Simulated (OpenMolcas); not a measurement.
**One shape, several levels: AlH (SMILES [AlH])**

We compute a comparison of 6 runs (HF/pcseg-0, UHF/pcseg-0, B2PLYP/pcseg-0, SVWN5/pcseg-0, UB3LYP/pcseg-0, CCSD(T)/pcseg-0) of AlH. 

The calculation is run with OpenMolcas 26.06.

## 1. The molecule

The species is AlH (2 atoms), meant as a singlet with charge 0. SMILES: `[AlH]`. The Al1–H2 distance was set to 2.824 Å, away from the relaxed value.

## 2. The energy at HF/pcseg-0 (run 1)

Contents of calc.input:

```
* AlH Hartree-Fock
&GATEWAY
BASLIB=$CurrDir
COORD
2
angstrom
Al       0.000000       0.000000      -1.210130
H        0.000000       0.000000       1.613470
BASIS=pcseg-0
GROUP=NoSym
&SEWARD
&SCF
THRESHOLDS=1e-10 1e-07 1e-07 1e-05
PRORBITALS=1 1
```

The basis set pcseg-0 is read from a file made from the Basis Set Exchange's data (not shown).

The run is started by

```bash
$ export MOLCAS_MEM=1860
$ pymolcas calc.input > calc.log
```

Standard output:

```text
--- Start Module: gateway ---
[...]
--- Stop Module: gateway /rc=_RC_ALL_IS_WELL_ ---
--- Start Module: seward ---
[...]
      Basis functions           15
--- Stop Module: seward /rc=_RC_ALL_IS_WELL_ ---
--- Start Module: scf ---
[...]
       Convergence after   9 Iterations
[...]
::    Total SCF energy                               -242.0742883155
[...]
      Total spin, S                                     0.0000000000
[...]
      Total electronic charge=   14.000000
      Total            charge=   -0.000000
[...]
      Dipole Moment (debye):
      Origin of the operator (angstrom)=    0.0000    0.0000   -1.1085
                   X=  1.6018E-15               Y= -1.0747E-15               Z= -4.9162E+00           Total=  4.9162E+00
      Quadrupole Moment (debye*angstrom):
[...]
--- Stop Module: scf /rc=_RC_ALL_IS_WELL_ ---
[...]
```

It took 0.99 s on 1 thread of AMD EPYC 9R45 (Zen 5), shared host; peak memory 0.37 GiB.

## 3. A single-point energy at UHF/pcseg-0 (run 2)

Contents of calc.input:

```
&GATEWAY
 BasLib=$CurrDir
 Coord
 2
 angstrom
 Al       0.000000       0.000000      -1.210130
 H        0.000000       0.000000       1.613470
 Basis=pcseg-0
 Group=NoSym

&SEWARD

&SCF
 UHF
 Thresholds=1e-10 1e-07 1e-07 1e-05
 Scramble=0.25
 PrOrbitals=1 1
```

The basis set pcseg-0 is read from a file made from the Basis Set Exchange's data (not shown).

The run is started by

```bash
$ export MOLCAS_MEM=1860
$ pymolcas calc.input > calc.log
```

Standard output:

```text
--- Start Module: gateway ---
[...]
--- Stop Module: gateway /rc=_RC_ALL_IS_WELL_ ---
--- Start Module: seward ---
[...]
      Basis functions           15
--- Stop Module: seward /rc=_RC_ALL_IS_WELL_ ---
--- Start Module: scf ---
[...]
       Convergence after  40 Iterations
[...]
::    Total SCF energy                               -242.0866200992
[...]
      Total spin, S                                     0.4312930406
[...]
      Total electronic charge=   14.000000
      Total            charge=   -0.000000
[...]
      Dipole Moment (debye):
      Origin of the operator (angstrom)=    0.0000    0.0000   -1.1085
                   X=  5.2643E-10               Y=  1.2787E-08               Z= -1.9678E+00           Total=  1.9678E+00
      Quadrupole Moment (debye*angstrom):
[...]
--- Stop Module: scf /rc=_RC_ALL_IS_WELL_ ---
[...]
```

Run time: 1.3 s. Hardware: 1 thread of AMD EPYC 9R45 (Zen 5), shared host; peak memory 0.37 GiB.

Runs 3 to 5 aren't shown in full; the table further down has their settings and results.

## 4. The energy at CCSD(T)/pcseg-0 (run 6)

Contents of calc.inp:

```
&GATEWAY
  BASLIB = $CurrDir
  COORD
  2
  angstrom
  Al       0.000000       0.000000      -1.210130
  H        0.000000       0.000000       1.613470
  BASIS = pcseg-0
  GROUP = NoSym

&SEWARD

&SCF
  THRESHOLDS = 1e-10 1e-07 1e-07 1e-05
  PRORBITALS = 1 1

&RASSCF
  FILEORB = $Project.ScfOrb
  SPIN = 1
  NACTEL = 0 0 0
  INACTIVE = 7
  RAS2 = 0
  OUTORBITALS = Canonical
  ORBLISTING = Nothing

&MOTRA
  JOBIPH
  FROZEN = 5

&CCSDT
  CCT
  TRIPLES = 2
  ITERATIONS = 80
  ACCURACY = 1e-08
  EXTRAPOLATION = 5 4
```

The basis set pcseg-0 is read from a file made from the Basis Set Exchange's data (not shown).

The run is started by

```bash
$ export MOLCAS_MEM=1860
$ pymolcas calc.inp > calc.log
```

Standard output:

```text
--- Start Module: gateway ---
[...]
--- Stop Module: gateway /rc=_RC_ALL_IS_WELL_ ---
[...]
      Basis functions           15
[...]
       Convergence after   9 Iterations
[...]
::    Total SCF energy                               -242.0742883155
[...]
      Total spin, S                                     0.0000000000
[...]
      Number of active orbitals                  0
[...]
      Spin quantum number                      0.0
[...]
      Active orbitals                            0
[...]
      Number of CSFs                             1
[...]
      Number of root(s) required                 1
[...]
      Convergence after  4 iterations
[...]
      Natural orbitals and occupation numbers for root  1
      ************************************************************************************************************************
      *                                                    Final results                                                     *
      ************************************************************************************************************************
[...]
::    RASSCF root number  1 Total energy:   -242.07428832
[...]
      Total electronic charge=   14.000000
      Total            charge=   -0.000000
[...]
      Dipole Moment (debye):
      Origin of the operator (angstrom)=    0.0000    0.0000   -1.1085
                   X=  1.6018E-15               Y= -1.0747E-15               Z= -4.9162E+00           Total=  4.9162E+00
      Quadrupole Moment (debye*angstrom):
[...]
--- Start Module: motra ---
[...]
--- Stop Module: motra /rc=_RC_ALL_IS_WELL_ ---
--- Start Module: ccsdt ---
[...]
      Convergence after                    16  Iterations
      Total energy (diff) :    -242.13720777       0.00000000
[...]
 METHOD                       : CCSD+T(CCSD)+<T3(1)WT1> = CCSD(T)
[...]
       CCSD     =      -242.1372077704283
[...]
```

It took 1.4 s on 1 thread of AMD EPYC 9R45 (Zen 5), shared host; peak memory 0.37 GiB.

## 5. Overview of the runs

| run | level | scramble | frozen core orbitals | energy (Eh) | dipole moment (D) of the reference | HOMO energy (eV) | LUMO energy (eV) | wall time |
| --- | --- | --- | --- | --- | --- | --- | --- | --- |
| 1 | HF/pcseg-0 | – | – | -242.074288 | 4.92 | -6.99 | 0.34 | 0.99 s |
| 2 | UHF/pcseg-0 | 0.25 | – | -242.086620 | 1.97 | -6.15 | 0.70 | 1.3 s |
| 3 | B2PLYP/pcseg-0 | – | 5 | -242.490575 | 4.43 | -5.77 | -1.29 | 1.5 s |
| 4 | SVWN5/pcseg-0 | – | – | -241.576055 | 3.49 | -4.36 | -3.14 | 1.5 s |
| 5 | UB3LYP/pcseg-0 | 0.25 | – | -242.656445 | 4.05 | -4.97 | -2.49 | 2.8 s |
| 6 | CCSD(T)/pcseg-0 | – | 5 | -242.137844 | 4.92 | -6.99 | 0.34 | 1.4 s |

## 6. Results

```
                                          quantity          value
                               run 6: total energy  -242.13784 Eh
         run 6: dipole moment (mean-field density)         4.92 D
        run 6: HOMO energy (Hartree–Fock orbitals)       -6.99 eV
        run 6: LUMO energy (Hartree–Fock orbitals)        0.34 eV
      run 6: HOMO–LUMO gap (Hartree–Fock orbitals)        7.34 eV
run 6: correlation energy (5 core orbitals frozen)      -63.6 mEh
                             run 6: (T) correction      -0.64 mEh
```

Over runs 1, 2, 3, 4, 5 the dipole moment (its size) runs from 1.97 D (UHF/pcseg-0) to 4.92 D (HF/pcseg-0). Over runs 1, 2, 3, 4, 5 the HOMO–LUMO gap runs from 1.22 eV (SVWN5/pcseg-0) to 7.34 eV (HF/pcseg-0). Exact exchange widens orbital gaps. For B2PLYP the log adds the whole second-order term; the table takes 0.27 of it, as the functional is defined. Totals of different functionals can't be ranked against each other. Spin contamination of the reference: run 2 ⟨S²⟩ = 0.62. Where it is this large, the reference is a mixture of spin states, and values that rest on it are in doubt. All runs together took 9.4 s, the longest 2.8 s.
